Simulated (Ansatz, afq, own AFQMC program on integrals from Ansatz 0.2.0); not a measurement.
TiCl⁺, septet: AFQMC among the cluster methods

| atom | x (Å) | y (Å) | z (Å) |
| --- | --- | --- | --- |
| Ti | 0.0000 | 0.0000 | 0.0000 |
| Cl | 0.0000 | 0.0000 | 3.2806 |

Basis def2-SVP. Only valence electrons are correlated. Ansatz 0.2.0 and our own AFQMC program on the same integrals; the CISD trial comes from CCSD amplitudes, and released means the phaseless constraint is let go. Uncertainties: one standard error, sampling alone. The metal's outer-core s and p shells are frozen, which shifts wave-function levels against functionals.

Determinant: UHF, the one that the program's search chose, which needn't be the lowest solution. The geometry is a PBE0/def2-TZVP stationary point of this or a neighbouring charge and spin state.

No full CI on the walks' own integrals is used here; CCSDT(Q) serves as the reference and is uncertain by about the last step of the cluster series.

Cautions: no relativity below Rb; outer-core shells of the metal frozen; another spin lies lower (by 7.51 eV); the released energies have errors that jump between times, so the bars are unsure, so no released level is given (meV from the phaseless value at times in 1/Eh: 3 ± 9 at 0.60, -13.7 ± 1.7 at 1.20, -12.6 ± 1.6 at 2.00, 9 ± 15 at 3.00, 4 ± 13 at 4.20).

The T1 diagnostic is 0.0182, the weight of the determinant in the CISD state is 0.928 and the ⟨S²⟩ of the determinant is 12.008. The size of the correlated space is 10 electrons in 35 orbitals.

```csv
level,correlation energy (eV)
MP2,-3.0380
CCSD,-3.7400
CCSD(T),-3.7798
```

Task: Estimate where phaseless AFQMC with a CISD trial lies against CCSD(T) on the same integrals.

Result: 0.2 ± 0.2 kJ/mol below CCSD(T). The gap is under twice the noise, so this walk alone can't tell the two apart.

Reference: CCSDT(Q), correlation energy -3.799 eV.

```csv
level,E − E(reference) (kJ/mol),share of correlation (%)
CCSD(T),1.8,99.50
CCSDT,0.3,99.92
ph-AFQMC/CISD,1.7 ± 0.2,99.54
```
